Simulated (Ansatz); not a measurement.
# BH₂+ (quintet): the correlation ladder, def2-TZVPP

The task here is to estimate one member of a computed series from the others.

Method: def2-TZVPP, core rule «outside noble gas», up to 1 orbitals frozen; program: Ansatz 0.2.0, Gaussian basis.

To be run: UHF; ROHF; CCSD(T) on UHF.

2 further runs of the same task are left out: 2 set aside as unsound or not needed.

## What is computed

The geometry is a PBE0/def2-TZVP stationary point (not a proven minimum) of the parent state, kept for this charge and spin.

3 atoms, charge 1, spin multiplicity 5.

Atoms are counted from 1 here; the program's logs count them from 0.

Bond lengths: B1–H2 1.291 Å, B1–H3 1.291 Å. Angles: H2–B1–H3 66.8°.

Set-up of the first run:

in.yaml reads:

```yaml
crystal:
  periodic: [false, false, false]
  atoms:
    - {symbol: B, position_ang: [0.000000, 0.000000, -0.169375]}
    - {symbol: H, position_ang: [0.000000, 0.710556, 0.908347]}
    - {symbol: H, position_ang: [0.000000, -0.710556, 0.908347]}
basis:
  gaussian: {orbitals: def2-TZVPP}
total_charge: 1
magnetization: {spin_polarized: true, initial_magnetization: 4}
hamiltonian: {xc: hf}
output: {orbitals: {seedname: orbitals}}
```

Command:

```console
$ ansatz run in.yaml --threads 1 --pin off --events-out ev --progress --plain --max-ram 4096MiB --backend cpu
```

Steps of the session up to this table: UHF; ROHF; CCSD(T) on UHF.

One of the session's tables, all rows but one given; the rest of the session is left out.

| method | from UCCSD(T) (kJ/mol) |
| --- | --- |
| ROHF | +67.5 |
| UHF | +67.4 |
| UMP2 | +18.5 |
| UCCSD | ? |
| UCCSD(T) | 0 |

**Question.** Estimate the row for UCCSD.

As computed: from UCCSD(T) (kJ/mol): +0.7. In the column «from UCCSD(T) (kJ/mol)» it lies between UCCSD(T) (0) and UMP2 (+18.5).
